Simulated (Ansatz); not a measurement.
# CH4Al: the cost of one run

Computed with Ansatz 0.2.0, driven from Python. Level of theory: PBE/def2-SVP.

## 1. Starting point

Bond lengths: C1–Al2 1.978 Å, C1–H3 1.168 Å, C1–H4 1.074 Å, C1–H5 1.159 Å, Al2–H6 1.602 Å. Angles: C1–Al2–H6 121.3°, Al2–C1–H3 109.2°, Al2–C1–H4 110.0°, Al2–C1–H5 108.8°, H3–C1–H4 115.0°, H3–C1–H5 103.6°, H4–C1–H5 109.9°.

No structure file is read: the coordinates are typed or built in the script.

## 2. Script

The input, md_ch4al.py:

```python
"""Molecular dynamics of one CH4Al molecule."""

import warnings

import ansatz as az
import numpy as np


def main() -> None:
    warnings.simplefilter("ignore", az.DeckWarning)

    ch4al = (
        az.Crystal.molecule()
        .atom("C", (-0.1421, -0.407, -0.5088))
        .atom("Al", (0.9618, 0.7412, 0.6646))
        .atom("H", (-1.2181, -0.4925, -0.0616))
        .atom("H", (0.3545, -1.3439, -0.6785))
        .atom("H", (-0.3085, 0.1396, -1.5167))
        .atom("H", (0.3945, 1.2986, 2.0548))
    )

    calculation = (
        ch4al.calculation()
        .basis(gaussian="def2-SVP")
        .functional("PBE")  # exchange and correlation
        .spin("collinear", total=1)
        .md("nve", timestep=0.25, steps=30, temperature=800, initial_velocities="maxwell_boltzmann", seed=49)
    )
    frames = []
    calculation.session().plan().execute(on_event=lambda e: frames.append(e["data"]) if e["event"] == "md_step" else None)
    print("t (fs)   E_pot (eV)      E_kin (eV)   T (K)   d(0-1) (A)")
    for f in frames[::1]:
        xyz = np.array(f["positions_ang"])
        print(f"{f['time_fs']:6.2f} {f['lagrangian_ev']:14.5f} {f['e_kin_ev']:10.5f} {f['temperature_k']:8.1f} {np.linalg.norm(xyz[0] - xyz[1]):9.4f}")
    kept = np.array([f["conserved_ev"] for f in frames])
    print(f"conserved energy moves by at most {1000 * np.ptp(kept):.3f} meV")


if __name__ == "__main__":
    main()
```

## 3. The calls as engine input

The package turns the script's settings into the engine's input:

```yaml
crystal:
  periodic: [false, false, false]
  atoms:
    - { symbol: C, position_ang: [-0.1421, -0.407, -0.5088] }
    - { symbol: Al, position_ang: [0.9618, 0.7412, 0.6646] }
    - { symbol: H, position_ang: [-1.2181, -0.4925, -0.0616] }
    - { symbol: H, position_ang: [0.3545, -1.3439, -0.6785] }
    - { symbol: H, position_ang: [-0.3085, 0.1396, -1.5167] }
    - { symbol: H, position_ang: [0.3945, 1.2986, 2.0548] }
basis:
  gaussian:
    orbitals: def2-SVP
hamiltonian:
  xc: pbe
magnetization:
  spin_polarized: true
  initial_magnetization: 1.0
md:
  timestep: 0.25
  n_steps: 30
  ensemble: nve
  temperature: 800.0
  initial_velocities: maxwell_boltzmann
  seed: 49
```

## 4. Running it

The run is started by

```sh
$ python md_ch4al.py
```

**Question.** How long does this script take on 1 thread of Arm Neoverse V2, shared host, and how much memory does it need?

About 44 s, with a peak of 0.18 GiB.
